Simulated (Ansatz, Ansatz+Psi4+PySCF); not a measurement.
```xyz
5

C     0.5303    0.0000    0.0000
H     1.2005    0.6977    0.6977
H     1.2005   -0.6977   -0.6977
F    -0.3102    0.8369   -0.8369
F    -0.3102   -0.8369    0.8369
```

Basis set: cc-pVTZ (spherical functions). Frozen core: 3 orbitals. Charge 0, multiplicity 1.

Computed with Ansatz (development build ahead of 0.2.0); each method stands on the lowest determinant of its kind that the runs found. Restricted open shells among the atoms or ions are ROHF, correlated in semicanonical orbitals with singles.

Question: Give the atomization energy at this shape (free ground-state atoms in the same class of orbitals less the molecule, no zero-point energy) of singlet CH₂F₂ by RHF-MP2, RHF.

Answer:

```csv
method,atomization energy
RHF-MP2,1764.8 kJ/mol
RHF,1231.6 kJ/mol
```

Caution: no unrestricted run beside it, a lower state can exist; the shape is not the minimum.
